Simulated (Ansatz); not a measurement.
Consider the substitution at a C–F bond: `OC(F)(F)Cl` + HCl → `OC(F)(Cl)Cl` + H–F.

Computed with Ansatz on PBE0-D4/def2-TZVP structures; ΔE is electronic, products minus reactants. CBS: MP2 limit from def2 TZ/QZ plus the TZ coupled-cluster correction, frozen cores. This one scheme is used for every species. DFT in def2-TZVPP. HSE06 is defined as in plane-wave codes. Each species was taken in one conformer, which may not be the lowest.

Problem. Is it downhill or uphill in electronic energy at CCSD(T)/CBS, and by how much? (An estimate is asked.)

Solution. Computed: Uphill: ΔE = +6.3 kcal/mol.

Problem. What do these levels give: LDA (SPW92), PBE-D4, BLYP-D4, revPBE, BLYP, r2SCAN, HSE06, HF/def2-TZVPP, MP2/def2-TZVPP, HF/def2-QZVPP, MP2/def2-QZVPP, SCS-MP2/def2-QZVPP? (Best estimate.)

Solution. Computed: LDA (SPW92) 7.9, PBE-D4 6.2, BLYP-D4 6.2, revPBE 7.0, BLYP 8.2, r2SCAN 8.6, HSE06 8.4, HF/def2-TZVPP 14.6, MP2/def2-TZVPP 6.2, HF/def2-QZVPP 14.5, MP2/def2-QZVPP 4.8, SCS-MP2/def2-QZVPP 6.4 kcal/mol.

Largest T1 diagnostic among the species: 0.011.

From r2SCAN to r2SCAN0 (25 % exact exchange), in def2-TZVPP and without D4, ΔE moves by +0.8 kcal/mol. The D4 term adds −1.5 kcal/mol with B3LYP and −0.8 kcal/mol with PBE0; it sums over pairs of atoms, weighted by their polarisabilities, and B3LYP, whose exchange is more repulsive, gets the larger term. At CCSD(T), def2-SVP lies +8.4 kcal/mol from the extrapolated value and def2-TZVPP +2.3 kcal/mol.

B3LYP here is the variant with VWN-RPA as its local correlation; programs differ in this.
